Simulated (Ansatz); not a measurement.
This geometry of C$_{2}$H$_{6}$N$_{2}$O (11 atoms, charge 0, multiplicity 1) is a first-order saddle point.

Theory: RKS r2SCANh-D4/6-31G* (Ansatz).

```xyz
11
Properties=species:S:1:pos:R:3
C -1.142 0.598 0.989
N -0.219 -0.424 0.565
C 0.595 -0.279 -0.513
N 0.635 0.784 -1.221
O 1.320 -1.431 -0.673
H -2.177 0.238 0.950
H -0.923 0.937 2.008
H -1.032 1.438 0.304
H -0.193 -1.314 1.031
H 1.308 0.709 -1.979
H 1.893 -1.313 -1.441
```

(1) Which two structures does it join? (They come from a converged band through this point; their orientation in space is the band's.)

(2) How far does it lie above each of them?

Answers

(1) No bond is made or broken.  The two ends are copies of one structure, up to a mirror image or an exchange of like atoms.

Image 0:

```xyz
11
Properties=species:S:1:pos:R:3
C -1.190 0.563 0.910
N -0.419 -0.539 0.379
C 0.583 -0.291 -0.510
N 0.743 0.851 -1.062
O 1.310 -1.437 -0.697
H -2.042 0.161 1.463
H -0.601 1.215 1.568
H -1.553 1.167 0.078
H -0.271 -1.342 0.971
H 1.491 0.834 -1.751
H 2.015 -1.240 -1.328
```

Image 6:

```xyz
11
Properties=species:S:1:pos:R:3
C -1.141 0.592 0.951
N -0.034 -0.309 0.721
C 0.629 -0.264 -0.469
N 0.451 0.676 -1.316
O 1.478 -1.336 -0.551
H -1.995 0.390 0.291
H -1.455 0.502 1.993
H -0.807 1.613 0.762
H -0.069 -1.220 1.152
H 1.084 0.593 -2.108
H 1.926 -1.293 -1.405
```

(2) 0.027 eV above the first and 0.028 eV above the second. This is the barrier of this one path; another mechanism may lie lower.

The run took 4.4 min on 2 threads of AMD EPYC 7R43 64-Core Processor (Zen 3) (shared host), peak memory 0.22 GiB.
